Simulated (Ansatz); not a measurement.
System: C2H5O (charge -1, singlet). It need not be the lowest isomer of its formula. Whether it binds its extra electron was not tested at this geometry. 
Geometry from a B3LYP-D3(BJ)/def2-TZVP (Ansatz, a first-principles code) optimisation:
SMILES: OC[CH2-]
```xyz
8

C      1.3125    -0.4073    -0.0158
C      0.2123     0.4917    -0.0015
O     -1.3100    -0.1701     0.0147
H     -1.9084     0.5947     0.0230
H      0.1586     1.1153     0.8995
H      0.1380     1.1185    -0.8988
H      1.4819    -0.9885     0.8931
H      1.4609    -0.9852    -0.9305
```
Charge -1, spin multiplicity 1.

Parts of the frozen-core correlation energy in STO-3G (Ansatz, hartree). Frozen orbitals: 3; correlated occupied orbitals by spin: 10 and 10; virtual: 7 and 7. No spin-orbit coupling. Non-relativistic.

```csv
term,value
reference (HF),-151.24705
MP2 opposite-spin,___
MP2 same-spin,___
CCSD correlation,___
(T),-0.00323
T1 diagnostic,0.014
largest doubles amplitude,0.088
```

Task: Fill in the missing entries.

Result: 
- MP2 opposite-spin, value: -0.12148
- MP2 same-spin, value: -0.01598
- CCSD correlation, value: -0.17979
